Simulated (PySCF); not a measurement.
Atoms are numbered as in `[N:1]#[C:2][c:3]1[cH:4][cH:5][cH:6][cH:7][cH:8]1` (H(Xn): hydrogen on atom n).

PySCF 2.14 calculation with PBE0-D3(BJ)/def2-SVP geometry, B3LYP/pcJ-1 coupling constants (spin–dipole term only in couplings to heteroatoms) and KT3/pcSseg-2 with gauge-including orbitals; non-relativistic, single conformer, equivalent nuclei averaged, gas phase.

Q: List the cross peaks expected in HSQC, COSY and HMBC spectra.

A: 

HSQC (one-bond C–H):
```
                δH             δC  1J(C,H) (Hz)
7.60 (H(C4)/H(C8))  131.4 (C4/C8)           173
      7.43 (H(C6))     129.1 (C6)           169
7.37 (H(C5)/H(C7))  126.7 (C5/C7)           170
```

COSY cross peaks (|J| ≥ 2 Hz):
```
                δH                  δH  abs. J (Hz)  bonds
7.60 (H(C4)/H(C8))  7.37 (H(C5)/H(C7))          8.7      3
      7.43 (H(C6))  7.37 (H(C5)/H(C7))          8.5      3
```

HMBC (two and three bonds, |J| ≥ 2.5 Hz):
```
                δH                                        δC [abs. J in Hz]
7.60 (H(C4)/H(C8))  131.4 (C4/C8) [6.5], 129.1 (C6) [8.1], 116.7 (C2) [5.9]
      7.43 (H(C6))                                      131.4 (C4/C8) [8.3]
7.37 (H(C5)/H(C7))                    126.7 (C5/C7) [8.1], 112.4 (C3) [9.2]
```

Referencing at the same level of theory: TMS for 1H and 13C.

Unscaled 3J(H,H) at this level run about 10 % above measured values. Shifts are as computed, not scaled to solution data. Of 1211 compounds with measured shifts, 218 miss one by over three times the rms of a fit or turn the order of signals round; such compounds aren't used in these exercises.
